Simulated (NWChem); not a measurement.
# Dipole moment of sulfur dioxide (O2S)

```xyz
3

O      1.2504     0.0000    -0.3713
S      0.0000     0.0000     0.3713
O     -1.2504     0.0000    -0.3713
```
Charge 0, spin multiplicity 1.

Everything below was run with NWChem. The geometry was optimised at PBE0/def2-SVP, a minimum by its harmonic frequencies.

Basis set: 6-31G*. The CCSD dipole comes from the Λ equations, without orbital relaxation.

The correlated methods keep 7 core orbitals frozen. B3LYP has NWChem's definition, with VWN1-RPA local correlation. The Pople sets run with spherical d functions. No row is a measurement; the coupled-cluster row has its own basis-set and correlation limits.

Question: Order these methods by the dipole moment they give, lowest first: HF, B3LYP, BHandHLYP, PBE, CCSD.

Answer: PBE (1.57 D), B3LYP (1.79 D), CCSD (1.90 D), BHandHLYP (2.03 D), HF (2.36 D)
